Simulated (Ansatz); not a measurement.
Saddle point of Si$_{2}$H$_{6}$O, singlet (Si₂H₄ ([SiH][SiH3]) + H₂O → Si₂H₆O ([OH][SiH2][SiH3]); bonds formed: Si1–H3; dative contacts that become bonds: Si1–O4; bonds broken: H3–O4), PBE0-D4/def2-TZVP structure:

```json
{"atom": "Si1", "x (Å)": "-0.1765", "y (Å)": "1.0154", "z (Å)": "0.0626"}
{"atom": "Si2", "x (Å)": "1.2109", "y (Å)": "-0.8307", "z (Å)": "0.4861"}
{"atom": "H3", "x (Å)": "-0.8354", "y (Å)": "1.5216", "z (Å)": "-1.3394"}
{"atom": "O4", "x (Å)": "-1.4014", "y (Å)": "0.3932", "z (Å)": "-1.2640"}
{"atom": "H5", "x (Å)": "-1.0536", "y (Å)": "1.0851", "z (Å)": "1.2800"}
{"atom": "H6", "x (Å)": "0.4135", "y (Å)": "-2.0423", "z (Å)": "0.8303"}
{"atom": "H7", "x (Å)": "2.0596", "y (Å)": "-1.1437", "z (Å)": "-0.6941"}
{"atom": "H8", "x (Å)": "2.1047", "y (Å)": "-0.5049", "z (Å)": "1.6329"}
{"atom": "H9", "x (Å)": "-2.3220", "y (Å)": "0.5062", "z (Å)": "-0.9941"}
```

Energies are electronic, without zero-point energy. Barriers and step energies count from the start structure reached by relaxing down the imaginary mode; all methods use the PBE0-D4 structures, on which another method's saddle can fall below an end. Computed with Ansatz 0.2.0 (basis: def2-TZVPP, with def2-QZVPP for the basis limit); correlated methods freeze the cores. B3LYP uses VWN-RPA correlation. Extrapolation: Hartree–Fock as exp(−7.88 √X), correlation as X^−2.97.

```
      method  barrier (kcal/mol)  step energy (kcal/mol)
       SPW92               15.75                  -49.27
      PBE-D4               17.40                  -50.29
     BLYP-D4               18.90                  -52.06
   r2SCAN-D4               18.06                  -56.41
      B97M-V               22.92                  -53.06
     PBE0-D4                   ?                  -53.46
    B3LYP-D4               22.32                  -54.73
  r2SCAN0-D4               22.29                  -57.31
    BHLYP-D4               27.61                  -58.29
CAM-B3LYP-D4                   ?                  -56.93
     wB97X-V               23.64                  -57.31
     wB97M-V               25.50                  -52.72
      B2PLYP                   ?                  -56.71
    PBE-QIDH               23.81                  -57.16
  RPA on PBE               23.31                  -53.85
          HF               35.50                  -63.16
         MP2               22.33                  -57.99
        CCSD               26.92                  -56.24
     CCSD(T)               24.43                  -55.13
```

Fill in the withheld barriers. (An estimate is asked for; the value comes from the calculation.)

Computed: CAM-B3LYP-D4 23.46; PBE0-D4 21.96; B2PLYP 22.14 kcal/mol. Each is the energy of the saddle less that of the start structure, by the same method.

For comparison, the barrier by CCSD(T) at an estimated basis limit (MP2 extrapolated from triple and quadruple zeta, plus CCSD(T) − MP2 in triple zeta) is 23.68 kcal/mol.

The T1 diagnostic stays at or below 0.016. The restricted Hartree–Fock reference is unstable towards an unrestricted one at one or more of these structures.

Losses and insertions of silylenes and their heavier kin drive the gas-phase chemistry of silicon and germanium vapour deposition.

Labels in which every atom is bracketed show which atoms are joined, not bond orders.

For scale, one of the runs: CCSD(T)/def2-TZVPP, 199 basis functions, launched by `ansatz run in.yaml --threads 2 --pin off --events-out ev --progress --plain --max-ram 4352MiB`. Hardware: 2 CPU threads of an Arm Neoverse V1, shared host. Wall time 46 s; peak host memory 2.2 GiB.
